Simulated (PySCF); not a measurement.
Homolysis of single bonds, series SiH2Cl-X. All species are isolated molecules in the gas phase. One relaxed conformer stands for each flexible species; it need not be the lowest. Strings in code marks are SMILES.

Calculation: B3LYP-D3(BJ)/def2-TZVP run with PySCF 2.14.0. All candidates: neutral, multiplicity 2. B3LYP has the VWN-RPA correlation part, as in Gaussian. 

```
Property                          Value
-----------------------------  --------
highest occupied spin orbital  -9.27 eV
dipole moment                    0.00 D
```

Name which member has these values.
A. `[SiH2][SiH3]`
B. `[CH3]`
C. `[SiH2]I`
D. `[Cl]`

D, `[Cl]`. The others give `[SiH2][SiH3]`: -5.95 eV, 0.05 D; `[CH3]`: -6.45 eV, 0.00 D; `[SiH2]I`: -6.20 eV, 0.94 D
